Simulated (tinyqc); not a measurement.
Inside a calculation. Method: Hueckel theory of the pi electrons, for the molecule O=CC=O (SMILES; centres numbered as the heavy atoms are written). Computed by tinyqc, a small Python program that keeps every step. Settings: charge = 0. Command: `OMP_NUM_THREADS=1 python tinyqc.py 23027 23028 out.jsonl` (the two numbers bound the seeds that draw the settings). One thread of a shared host (Intel(R) Xeon(R) Processor @ 2.60GHz), about 0.01 s of CPU time with the checks.

## The Hueckel matrix

Centres:

| centre | z_r, pi electrons of the neutral centre | h |
|---|---|---|
| 1O | 1 | 1.000000 |
| 2C | 1 | 0.000000 |
| 3C | 1 | 0.000000 |
| 4O | 1 | 1.000000 |

Bonds:

| i | j | k |
|---|---|---|
| 1 | 2 | 1.000000 |
| 2 | 3 | 1 |
| 3 | 4 | 1 |

H_rr = alpha + h_r beta, H_rs = k_rs beta for bonded centres.

Hueckel matrix in units of beta (H = alpha + beta A):
```
          1O        2C        3C        4O
1O  1.000000  1.000000  0.000000  0.000000
2C  1.000000  0.000000  1.000000  0.000000
3C  0.000000  1.000000  0.000000  1.000000
4O  0.000000  0.000000  1.000000  1.000000
```

## Orbitals

pi electrons, sum of z_r less the charge = 4

Diagonalise; E = alpha + x beta with beta < 0, so the largest x are filled first; degenerate levels share their electrons. P = sum n_i c_ri c_si; each orbital has its largest coefficient positive (the first on a tie).

x values: 2.000000  1.414214  0.000000  -1.414214

occupations: 2.000000  2.000000  0.000000  0.000000

coefficients:
```
         MO1        MO2        MO3        MO4
1O  0.500000   0.653281   0.500000  -0.270598
2C  0.500000   0.270598  -0.500000   0.653281
3C  0.500000  -0.270598  -0.500000  -0.653281
4O  0.500000  -0.653281   0.500000   0.270598
```

charge and bond-order matrix P:
```
           1O        2C        3C         4O
1O   1.353553  0.853553  0.146447  -0.353553
2C   0.853553  0.646447  0.353553   0.146447
3C   0.146447  0.353553  0.646447   0.853553
4O  -0.353553  0.146447  0.853553   1.353553
```

## Energy, charges, bond orders

E = sum n x; q_r = z_r - P_rr; bond order p = P_rs; free valence = sqrt(3) - sum of p over the bonds of the atom.

pi energy = 4 alpha + this times beta = 6.828427

pi charges: 1O -0.353553, 2C 0.353553, 3C 0.353553, 4O -0.353553

Bond orders and lengths from R = 1.517 - 0.180 p (angstrom, C-C alone):

| bond | p | R |
|---|---|---|
| 1-2 | 0.853553 | - |
| 2-3 | 0.353553 | 1.453360 |
| 3-4 | 0.853553 | - |

free valence of the carbons: 2C 0.524944, 3C 0.524944

gap between the highest filled and the next level = 1.414214 |beta|
